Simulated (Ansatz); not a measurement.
Total energies of CHNS (`N=C=S`).

```xyz
4

N     0.5193    0.0940    0.6424
C    -0.0538   -0.0950   -0.3918
S    -0.6673   -0.3766   -1.8020
H     0.2018    0.3776    1.5514
```

The species carries charge 0 and has multiplicity 1. The geometry is a stationary point of PBE0-D4/def2-TZVP. It is one conformer, not always the lowest. Basis def2-TZVPP, Ansatz.

RPA on PBE orbitals: Hartree–Fock energy of these orbitals -490.42676 Eh, correlation -0.81947 Eh (frozen core).

| functional | kind | energy without D4 (Eh) | D4 term (kJ/mol) |
| --- | --- | --- | --- |
| PBE0 | global hybrid, 25 % exact exchange | -491.44007 | -5.1 |
| PBE-QIDH | double hybrid | -491.33423 | – |

Q: Give the same for LDA (SPW92), PBE, revPBE, BLYP, r2SCAN, B97M-V, B3LYP, r2SCANh, r2SCAN0, HSE06 (plane-wave form), BHLYP, CAM-B3LYP, LC-ωPBE, ωB97X-V, ωB97M-V, B2PLYP. (An estimate is asked.)

A: Computed: 
```csv
functional,kind,energy without D4 (Eh),D4 term (kJ/mol)
LDA (SPW92),LDA,-489.53251,–
PBE,GGA,-491.41586,-6.1
revPBE,GGA,-491.60091,-20.2
BLYP,GGA,-491.67538,-14.0
r2SCAN,meta-GGA,-491.61367,-1.4
B97M-V,meta-GGA with VV10,-491.58184,–
B3LYP,"global hybrid, 20 %",-491.70908,-10.0
r2SCANh,"meta-GGA hybrid, 10 %",-491.60318,-1.4
r2SCAN0,"meta-GGA hybrid, 25 %",-491.58818,-1.6
HSE06 (plane-wave form),screened hybrid,-491.42838,-4.7
BHLYP,"global hybrid, 50 %",-491.62622,-7.5
CAM-B3LYP,range-separated hybrid,-491.65220,-5.1
LC-ωPBE,long-range corrected hybrid,-491.49582,–
ωB97X-V,range-separated hybrid GGA with VV10,-491.59075,–
ωB97M-V,range-separated hybrid meta-GGA with VV10,-491.63682,–
B2PLYP,double hybrid,-491.49297,–
```

B3LYP takes the VWN-RPA correlation (the form of Gaussian; ORCA's B3LYP/G). HSE06 is the plane-wave form, built on full-range PBE exchange. The double hybrids freeze the cores in their second-order part.

LC-ωPBE has ω = 0.4 bohr⁻¹.
